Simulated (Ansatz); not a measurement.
**Worked example: the barrier**

An elementary step of SiH5SO, doublet (SiH₄O ([OH][SiH3]) + HS → SiH₃O ([O][SiH3]) + H₂S; bonds formed: H1–S4; bonds broken: H1–O2). “Start” is the structure reached by relaxing down from the saddle towards the reactants; PBE0-D4/def2-TZVP structures. The saddle:

| atom | x (Å) | y (Å) | z (Å) |
| --- | --- | --- | --- |
| H1 | 0.1355 | -1.6388 | 0.5114 |
| O2 | 0.5645 | -0.6520 | -0.6419 |
| Si3 | -0.1847 | 0.8119 | -0.8622 |
| S4 | -0.3081 | -1.2711 | 1.7705 |
| H5 | 0.2977 | 1.8556 | 0.0782 |
| H6 | -1.6654 | 0.7191 | -0.7846 |
| H7 | 0.2208 | 1.1702 | -2.2525 |
| H8 | 0.9397 | -0.9948 | 2.1812 |

Program: Ansatz 0.2.0. Basis: def2-TZVPP and def2-QZVPP. Cores are frozen in the correlated methods; orbitals are unrestricted.

Energies in eV:

| quantity | saddle | start |
| --- | --- | --- |
| Hartree–Fock, triple zeta (X = 3) | -20796.43767 | -20797.95522 |
| Hartree–Fock, quadruple zeta (X = 4) | -20797.10402 | -20798.62470 |
| MP2 correlation, X = 3 | -14.25743 | -14.46877 |
| MP2 correlation, X = 4 | -15.45995 | -15.66512 |
| CCSD(T) correlation, X = 3 | -16.43004 | -16.31306 |

Task: Work out the barrier at the basis limit: extrapolate Hartree–Fock as E(X) = E∞ + A exp(−7.88 √X) and the MP2 correlation as E(X) = E∞ + B X^−2.97 (the exponents that Neese and Valeev fitted for def2-TZVPP and QZVPP), then add CCSD(T) − MP2 in triple zeta.

Result: Each step is linear, so take the differences first (saddle − start): Hartree–Fock 1.51755 (X = 3) and 1.52068 (X = 4); MP2 correlation 0.21134 and 0.20517; CCSD(T) correlation -0.11698.
Two points give E∞ = E(4) + w [E(4) − E(3)], with w = 1/(exp(7.88 (2 − √3)) − 1) = 0.1377 for Hartree–Fock and w = 1/((4/3)^2.97 − 1) = 0.7407 for the correlation.
Hartree–Fock: 1.52068 + 0.1377 × 0.00313 = 1.5211 eV.
MP2 correlation: 0.20517 + 0.7407 × (-0.00617) = 0.2006 eV.
CCSD(T) − MP2: -0.11698 − 0.21134 = -0.3283 eV.
Sum: 1.5211 + 0.2006 + (-0.3283) = 1.3934 eV, or 32.13 kcal/mol. Plain CCSD(T) in triple zeta gives 1.4006 eV, so the larger basis shifts the result by -0.0072 eV.

The T1 diagnostic stays at or below 0.031. ⟨S²⟩ of the unrestricted Hartree–Fock references: 0.76 to 0.77 (a pure state has 0.75).

Radical steps of this kind take place in plasma deposition and etching.

Labels in which every atom is bracketed show which atoms are joined, not bond orders.

For scale, one of the runs: CCSD(T)/def2-TZVPP, 185 basis functions (an equivalent command: `ansatz run in.yaml --threads 4`). Time: 120 s of wall clock on 4 CPU threads; the host was shared. Peak host memory: 4.4 GiB.
